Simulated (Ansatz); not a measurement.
A run of Ansatz (development build ahead of 0.2.0) on triplet Mg2O at this shape:

```xyz
3

O     0.0000    0.0000    0.0000
Mg    0.0000    2.5976    1.4997
Mg    0.0000   -2.5976    1.4997
```

Its results:

```yaml
Converged: yes
Total_energy: -475.18446 hartree
Spin_squared_of_the_determinant: 2.101
Stability_test: minimum
```

Task: Which input gives this output? Name the method, the orbitals and the basis set, and write the input.

Result: r²SCAN (unrestricted) in pcseg-2.

```yaml
crystal:
  periodic: [false, false, false]
  atoms:
    - { symbol: O, position_ang: [0.0, 0.0, 0.0] }
    - { symbol: Mg, position_ang: [0.0, 2.5976, 1.4997] }
    - { symbol: Mg, position_ang: [0.0, -2.5976, 1.4997] }
basis:
  gaussian: { orbitals: pcseg-2 }
magnetization:
  spin_polarized: true
  initial_magnetization: 2
hamiltonian:
  xc: r2scan
```

Caution: the unrestricted determinant is spin contaminated; other spin multiplicities may lie lower.
